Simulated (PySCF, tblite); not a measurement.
Isomers of C4H9FN (doublet state), one GFN2-xTB conformer each. Single-point energies are computed at B3LYP/pcH-1 (PySCF, gas phase, no added dispersion term), electronic only. GFN2-xTB treats the open shell by occupation alone, and not every SCF solution was tested for stability.

Question: Rank them by B3LYP/pcH-1 energy, lowest first (kJ/mol).
A. `[CH3:1][N:2][CH2:3][CH2:4][CH2:5][F:6]` (doublet state) with C1–N2–C3–C4 153°, N2–C3–C4–C5 -65°, C3–C4–C5–F6 -179°
B. `[CH2:1][NH:2][CH2:3][CH2:4][CH2:5][F:6]` (doublet state) with H–C1–N2–C3 40° and -173°, C1–N2–C3–C4 72°, N2–C3–C4–C5 -178°, C3–C4–C5–F6 -178°

Answer: B (0.0), A (8.4).

As drawn, the lower has an N–H bond, which the higher lacks. Neighbours under 21 kJ/mol apart ([CH2]NCCCF and C[N]CCCF) can change places with a better method, another conformer or zero-point energy. GFN2-xTB itself gives, in the same order: 9.3, 0.0. GFN2-xTB puts C[N]CCCF lowest instead.

What happens when harmonic zero-point energies from GFN2-xTB frequencies are added?

```csv
SMILES,ZPE (kJ/mol),electronic (kJ/mol),with ZPE (kJ/mol)
[CH2]NCCCF,328.1,0.0,0.0
C[N]CCCF,324.5,8.4,4.8
```

The zero-point energies span 3.6 kJ/mol. The order is unchanged.

As an exercise, what shares would exp(−E/RT) give at 500 K from these electronic energies alone (no entropy, no degeneracies)?

RT = 4.157 kJ/mol: [CH2]NCCCF 88.2 %, C[N]CCCF 11.8 %.
